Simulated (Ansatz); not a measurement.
System: bcc Na. Method: PBEsol in Ansatz (plane waves, PAW).

A relaxed, unreconstructed slab of the (210) face has 20 atoms, two equal faces of 38.837 Å² each and an energy of -29516.1817 eV. A bulk cell of 10 atoms with the same orientation and in-plane k mesh has -14758.6936 eV. Energies are extrapolated to zero smearing.

Numerical settings: plane-wave cutoff 500 eV, 14×6×1 k mesh (along the axes of the cell as run), Fermi–Dirac smearing 0.1 eV, scalar-relativistic PAW data made under PBE.

Worked out: γ = (E_slab − N E_bulk per atom)/2A = [-29516.1817 − 20 × (-14758.6936/10)]/(2 × 38.837) = 0.0155 eV/Å². With 16.022 J/m² per eV/Å² this is 0.25 J/m², or 0.60 eV per surface cell and face.

Note: the run warned of electron density left in the vacuum.

Ansatz is a quantum-chemistry and plane-wave program.
